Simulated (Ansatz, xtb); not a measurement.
**Two isomers of C3H3FO2**

We compare a, `O=C(O)/C=C/F`, a singlet, with b, `C=C(F)C(=O)O`, a singlet. Both are isolated molecules in the gas phase, relaxed with B3LYP/def2-SVP; the shapes shown needn't be the lowest conformers.

a (Å):

```xyz
9

C    -2.6078   -1.4260    0.2721
C    -2.0879   -0.1800   -0.3236
C    -2.2677    1.0208    0.2362
F    -1.7937    2.1319   -0.3125
O    -2.4612   -2.5233   -0.2101
O    -3.2781   -1.2245    1.4324
H    -3.5733   -2.1000    1.7343
H    -1.5389   -0.2846   -1.2608
H    -2.8065    1.1961    1.1715
```

b (Å):

| atom | x (Å) | y (Å) | z (Å) |
| --- | --- | --- | --- |
| C | -2.5840 | -1.1867 | 1.6916 |
| C | -2.2449 | -0.2105 | 0.8491 |
| C | -2.6277 | -0.2228 | -0.5982 |
| F | -1.5361 | 0.8520 | 1.2407 |
| O | -3.2664 | -1.1066 | -1.1145 |
| O | -2.1795 | 0.8596 | -1.2510 |
| H | -2.2887 | -1.1469 | 2.7413 |
| H | -3.1632 | -2.0297 | 1.3159 |
| H | -2.4714 | 0.7683 | -2.1743 |

Energies in hartree; the thermal terms are from B3LYP/def2-SVP harmonic frequencies (ideal gas, rigid rotor, one conformer each, 298.15 K, 1 atm) and include the zero-point energy:

```
                              a           b
E, CCSD(T)/def2-SVP  −365.208540  −365.206010
    E, MP2/def2-SVP  −365.151823  −365.148587
  E, MP2/def2-TZVPP  −365.839605  −365.835523
  zero-point energy     0.060133     0.059709
       H(298 K) − E     0.066800     0.066253
       G(298 K) − E     0.030520     0.030286
```

**Question.** Correct the CCSD(T) difference for the basis set by the MP2 change, then work out ΔE, ΔE₀, ΔH and ΔG for a → b in kJ/mol (1 Eh = 2625.50 kJ/mol) and the equilibrium ratio [b]/[a].

**Answer.** 1. Differences b − a: CCSD(T) +0.002530, MP2 in the small set +0.003236, MP2 in the large set +0.004082 Eh.
2. ΔE = +0.002530 + (+0.004082 − (+0.003236)) = +0.003376 Eh = +8.86 kJ/mol.
3. ΔE₀ = ΔE + ΔZPE = +0.003376 + (−0.000424) Eh = +7.75 kJ/mol.
4. ΔH = ΔE + (−0.000547) Eh = +7.43 kJ/mol.
5. ΔG = ΔE + (−0.000234) Eh = +8.25 kJ/mol, so ΔS = (ΔH − ΔG)/T = −2.8 J/(mol K).
6. kT = 0.9442 mEh, so K = [b]/[a] = exp(−ΔG/kT) = exp(−3.33) ≈ 0.036.

Structure a is favoured at this temperature. An error of 4 kJ/mol in ΔG would change K by a factor of 5. Mirror images and further conformers aren't counted.

As drawn, both hold the same kinds of bond in the same numbers.

Other levels gave ΔE = +14.0 (GFN2-xTB); +10.5 (HF/STO-3G, GFN2-xTB geometries); +8.1 (r2SCAN-D4/def2-SVP, GFN2-xTB geometries); +8.6 (B3LYP/def2-SVP); +12.1 (HF/def2-SVP); +8.5 (MP2/def2-SVP); +6.6 (CCSD(T)/def2-SVP) kJ/mol. The correlated steps freeze 6 core orbitals. Programs: Ansatz 0.2.0, xtb 6.7.1.
